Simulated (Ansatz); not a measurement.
## What each rung costs, and what it gives

The pair of H2S (SMILES S, atoms 1–3) and CH4 (SMILES C, atoms 4–8), both closed shells, in one local arrangement (a lower one may exist), relaxed at PBE0-D4/def2-TZVP:

```json
{"atom": "S1", "x (Å)": "0.1501", "y (Å)": "0.0865", "z (Å)": "-2.7283"}
{"atom": "H2", "x (Å)": "-1.0035", "y (Å)": "-0.0368", "z (Å)": "-2.0549"}
{"atom": "H3", "x (Å)": "0.8752", "y (Å)": "-0.1898", "z (Å)": "-1.6342"}
{"atom": "C4", "x (Å)": "-0.0049", "y (Å)": "0.0283", "z (Å)": "1.2819"}
{"atom": "H5", "x (Å)": "-0.3233", "y (Å)": "0.1903", "z (Å)": "2.3111"}
{"atom": "H6", "x (Å)": "-0.2161", "y (Å)": "0.9200", "z (Å)": "0.6920"}
{"atom": "H7", "x (Å)": "-0.5434", "y (Å)": "-0.8240", "z (Å)": "0.8677"}
{"atom": "H8", "x (Å)": "1.0660", "y (Å)": "-0.1746", "z (Å)": "1.2647"}
```

Interaction energies are counterpoise-corrected; the time is that of the whole pair.

Ansatz 0.2.0; basis: as named in each row; cores frozen in the correlated methods. B3LYP uses VWN-RPA correlation. Extrapolation: Hartree–Fock as exp(−7.88 √X), correlation as X^−2.97.

Times are rough, for one single point on 2 threads of a shared host (Arm Neoverse V1).

The estimate by CCSD(T) at an estimated basis limit (MP2 extrapolated from triple and quadruple zeta, plus CCSD(T) − MP2 in triple zeta) is -0.72 kcal/mol.

```csv
method,basis,time (s),interaction energy (kcal/mol),method less estimate
HF,STO-3G,under 1,0.44,1.16
PBE-D4,STO-3G,under 1,-0.56,0.16
SPW92,def2-SVP,under 1,-1.06,-0.34
B3LYP-D4,6-31G,under 1,-0.64,0.07
PBE-D4,def2-SVP,under 1,-0.82,-0.11
PBE0-D4,def2-SVP,under 1,-0.71,0.00
CCSD(T),def2-SVP,under 1,0.02,0.73
PBE-D4,def2-TZVPPD,2,-0.88,-0.17
revPBE-D4,def2-TZVPPD,2,-0.66,0.06
BLYP-D4,def2-TZVPPD,2,-0.48,0.23
wB97M-V,def2-SVP,2,-0.40,0.32
PBE0-D4,def2-TZVPPD,2,-0.79,-0.07
HSE06-D4,def2-TZVPPD,2,-0.79,-0.08
B3LYP-D4,def2-TZVPPD,2,-0.61,0.11
r2SCAN-D4,def2-TZVPPD,3,-0.73,-0.02
B2PLYP,def2-TZVPPD,3,-0.08,0.63
wB97X-V,def2-TZVPPD,6,-0.70,0.01
wB97M-V,def2-TZVPPD,7,-0.63,0.09
B97M-V,def2-TZVPPD,8,-0.65,0.07
MP2,def2-QZVPPD,11,-0.69,0.02
CCSD(T),def2-TZVPPD,25,-0.59,0.12
```

No T1 diagnostic of these runs exceeds 0.011.
